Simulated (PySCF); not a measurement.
## Spin states of PO

Unrestricted PBE0; P 6-31G(d,p), O 6-31G(d,p); no relativity (PySCF 2.14). Outer shells of the fragments: P 3s2 3p3; O 2s2 2p4.

Followed along the bond (rough minima from three points):

```json
{"2Ms+1": "2", "unpaired": "π ↑", "⟨S²⟩ at the start": "0.76", "R at minimum (Å)": "1.49", "Te (eV)": "0.00"}
{"2Ms+1": "4", "unpaired": "π ↑↑↑", "⟨S²⟩ at the start": "3.76", "R at minimum (Å)": "none in the scan", "Te (eV)": "≤ 2.97"}
```

Solutions found at the starting distance of 1.665 Å, counted from the lowest of them; the search is not exhaustive and high or unbound solutions are not listed, so other states can lie among these:

```json
{"2Ms+1": "2", "unpaired": "π ↑", "term": "²Π", "E (eV)": "0.00", "⟨S²⟩": "0.76", "⟨Lz²⟩": "1.00", "μ (D)": "-2.43"}
{"2Ms+1": "4", "unpaired": "π ↑↑↑", "term": "⁴Π", "E (eV)": "2.34", "⟨S²⟩": "3.76", "⟨Lz²⟩": "1.00", "μ (D)": "-0.56"}
{"2Ms+1": "2", "unpaired": "π ↑↑↓", "term": "mixed", "E (eV)": "2.80", "⟨S²⟩": "1.76", "⟨Lz²⟩": "3.02", "μ (D)": "-0.62"}
{"2Ms+1": "4", "unpaired": "σ ↑, π ↑↑", "term": "⁴Σ⁻", "E (eV)": "3.30", "⟨S²⟩": "3.76", "⟨Lz²⟩": "0.00", "μ (D)": "-2.03"}
{"2Ms+1": "2", "unpaired": "σ ↓, π ↑↑", "term": "mixed", "E (eV)": "3.99", "⟨S²⟩": "1.77", "⟨Lz²⟩": "0.00", "μ (D)": "-1.64"}
{"2Ms+1": "2", "unpaired": "σ ↑, π ↑↓", "term": "mixed", "E (eV)": "4.00", "⟨S²⟩": "1.76", "⟨Lz²⟩": "2.01", "μ (D)": "-1.72"}
{"2Ms+1": "2", "unpaired": "σ ↑", "term": "²Σ⁺", "E (eV)": "4.20", "⟨S²⟩": "0.86", "⟨Lz²⟩": "0.00", "μ (D)": "-1.77"}
{"2Ms+1": "2", "unpaired": "π ↑", "term": "mixed", "E (eV)": "4.35", "⟨S²⟩": "0.75", "⟨Lz²⟩": "3.00", "μ (D)": "-0.68"}
{"2Ms+1": "4", "unpaired": "σ ↑, π ↑↑", "term": "mixed", "E (eV)": "6.42", "⟨S²⟩": "3.75", "⟨Lz²⟩": "2.01", "μ (D)": "-0.15"}
{"2Ms+1": "4", "unpaired": "σ ↑, π ↑↑", "term": "mixed", "E (eV)": "6.97", "⟨S²⟩": "3.75", "⟨Lz²⟩": "2.00", "μ (D)": "-0.41"}
{"2Ms+1": "2", "unpaired": "σ ↓, π ↑↑", "term": "mixed", "E (eV)": "7.07", "⟨S²⟩": "1.77", "⟨Lz²⟩": "2.01", "μ (D)": "-0.21"}
{"2Ms+1": "4", "unpaired": "σ ↑↑, π ↑", "term": "⁴Π", "E (eV)": "7.32", "⟨S²⟩": "3.76", "⟨Lz²⟩": "1.00", "μ (D)": "-1.53"}
{"2Ms+1": "6", "unpaired": "σ ↑↑, π ↑↑↑", "term": "⁶Π", "E (eV)": "9.23", "⟨S²⟩": "8.76", "⟨Lz²⟩": "1.00", "μ (D)": "-0.05"}
```

A term symbol is given only where ⟨S²⟩ and ⟨Lz²⟩ are close to those of a pure state; real π, δ and φ orbitals otherwise mix terms. A positive dipole means P(−)O(+).

Counting both spins, an empty level lies below a filled one in some of these solutions, because spin and occupation are held.
